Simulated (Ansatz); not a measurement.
Interlayer binding energy of 1T (CdI2-type) CdI2 at several levels of theory

No measured value is used here.

```
level (code)           value (meV/Å²)  cell (Å³/atom)
---------------------  --------------  --------------
LDA (Ansatz)                      8.0           33.33
PBE (Ansatz)                      0.6           42.16
PBEsol (Ansatz)                   2.0           35.86
PBE-D3(BJ) (Ansatz)              14.0           35.45
PBE-D4 (Ansatz)                  13.7           35.38
rVV10 (Ansatz)                   16.8           36.55
HSE06-D3(BJ) (Ansatz)            20.5           35.45
PBE0-D3(BJ) (Ansatz)             16.5           35.45
```

LDA, PBE, PBEsol: the cell comes from a level without a dispersion term, which matters for the spacing of layers, chains or molecules. Values are at the level's own relaxed cell; HSE06-D3(BJ) at the PBE-D3(BJ) cell; PBE0-D3(BJ) at the PBE-D3(BJ) cell. Ansatz's density-functional and Hartree–Fock values are scalar-relativistic unless marked +SOC, with PAW data made under PBE.

Ansatz is a first-principles code.
